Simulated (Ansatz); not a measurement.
in.yaml

```yaml
crystal:
  periodic: [false, false, false]
  atoms:
    - {symbol: Si, position_ang: [-2.742551, 0.000000, 0.000001]}
    - {symbol: H, position_ang: [-3.237423, 1.399708, 0.000001]}
    - {symbol: H, position_ang: [-3.237422, -0.699855, 1.212183]}
    - {symbol: H, position_ang: [-3.237423, -0.699854, -1.212182]}
    - {symbol: H, position_ang: [-0.885551, 0.000000, 0.000000]}
    - {symbol: Ge, position_ang: [1.140449, 0.000000, 0.000000]}
    - {symbol: H, position_ang: [1.609117, -1.465915, 0.000000]}
    - {symbol: H, position_ang: [1.609117, 0.732958, -1.269520]}
    - {symbol: H, position_ang: [1.609117, 0.732958, 1.269519]}
basis:
  gaussian: {orbitals: cc-pVDZ}
magnetization: {spin_polarized: true, initial_magnetization: 1}
correlation: {method: ccsdt_q, electrons: outside_noble_gas}
```

```sh
$ ansatz run in.yaml --threads 2 --pin off --events-out ev --progress --plain --max-ram 16896MiB --backend cuda --devices 0, --max-vram 18GiB
```

Output:

```
1574 factors; integrals over basis functions are off by at most 2.1e-7 eV
mean field evaluation 1: about -64441.9070 eV, gradient 9.2e0 eV
mean field evaluation 2: about -64441.9100 eV, gradient 9.2e0 eV
mean field evaluation 4: about -64443.0621 eV, gradient 1.0e0 eV
mean field evaluation 8: about -64443.0869 eV, gradient 5.4e-2 eV
mean field evaluation 16: about -64443.0766 eV, gradient 5.2e-1 eV
mean field -64443.08703299 eV, -2368.2397673692 hartree, gradient 2.6e-6 eV, S^2 0.791110; 0 other end points of the search recorded, 0 dependent functions left out
19 core orbitals not correlated: weight in the atoms' cores, before any rotation towards them, 0.999 or more for the frozen orbitals, at most 0.000 for the correlated occupied ones
reference -64443.08703299 eV, -2368.2397673692 hartree; 8, 7 occupied and 53, 54 virtual orbitals, 1574 factors
second order -5.86335279 eV of doubles, -0.00000000 eV of singles
cycle   1  -6.98329558 eV  change    -1.1e0 eV  update   8.7e-2
cycle   2  -7.57338009 eV  change   -5.9e-1 eV  update   3.8e-2
cycle   3  -7.62483839 eV  change   -5.1e-2 eV  update   1.4e-2
cycle   4  -7.63302988 eV  change   -8.2e-3 eV  update   6.6e-3
cycle   5  -7.63195606 eV  change    1.1e-3 eV  update   2.2e-3
cycle   6  -7.63087664 eV  change    1.1e-3 eV  update   1.0e-3
cycle   7  -7.63169252 eV  change   -8.2e-4 eV  update   4.0e-4
cycle   8  -7.63206129 eV  change   -3.7e-4 eV  update   1.6e-4
cycle   9  -7.63198541 eV  change    7.6e-5 eV  update   8.3e-5
cycle  10  -7.63191850 eV  change    6.7e-5 eV  update   4.1e-5
cycle  11  -7.63192485 eV  change   -6.3e-6 eV  update   1.8e-5
cycle  12  -7.63193365 eV  change   -8.8e-6 eV  update   8.1e-6
cycle  13  -7.63194459 eV  change   -1.1e-5 eV  update   2.9e-6
cycle  14  -7.63194705 eV  change   -2.5e-6 eV  update   1.3e-6
cycle  15  -7.63194606 eV  change    9.9e-7 eV  update   5.8e-7
cycle  16  -7.63194528 eV  change    7.8e-7 eV  update   2.8e-7
perturbative correction -0.00543387 eV, -0.0001996910 hartree
Total energy: -64450.72441214 eV, -2368.5204358762 hartree
```

Ran on 2 threads of AMD EPYC 7R13 with a shared H100 80 GB, shared host: 10 s wall, 0.88 GiB peak host memory.
